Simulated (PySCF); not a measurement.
**CH₄ + Cl₂ → CH₂ + 2 HCl**

Level: PBE0 in the def2-TZVP basis family, all electrons, no relativity, computed in PySCF with density fitting; open shells unrestricted.

```
species                           state and structure      E (Eh)  ZPE (kJ/mol)  H(298 K) − H(0) (kJ/mol)  S° (J/(mol K))
    CH₄                 singlet, Td, C–H 1.090 Å (×4)   -40.47415         117.5                      10.0           186.2
    Cl₂                   singlet, D∞h, Cl–Cl 1.982 Å  -920.08940           3.5                       9.1           222.5
    CH₂  triplet, C2v, C–H 1.079 Å (×2); H–C–H 134.8°   -39.11549          45.5                      10.0           195.3
    HCl                    singlet, C∞v, H–Cl 1.279 Å  -460.66440          17.9                       8.7           186.6
```

**Question.** What is the electronic reaction energy?

**Answer.** At PBE0/def2-TZVP, ΔE = 313.1 kJ/mol from the differences of the total energies times 2625.5, uphill. 

**Question.** Add zero-point, thermal and entropy terms for 298.15 K and 1 bar.

**Answer.** ΔZPE = -39.7 and Δ[H(298) − H(0)] = 8.3 kJ/mol give ΔH° = 281.7 kJ/mol. ΔS° = 159.8 J/(mol K), so ΔG° = 281.7 − 298.15 × (0.1598) = 234 kJ/mol. ΔG° would change sign near 1760 K if ΔH° and ΔS° stayed fixed.

Each species is the lowest minimum found with this bonding; other isomers or fragments can lie lower.
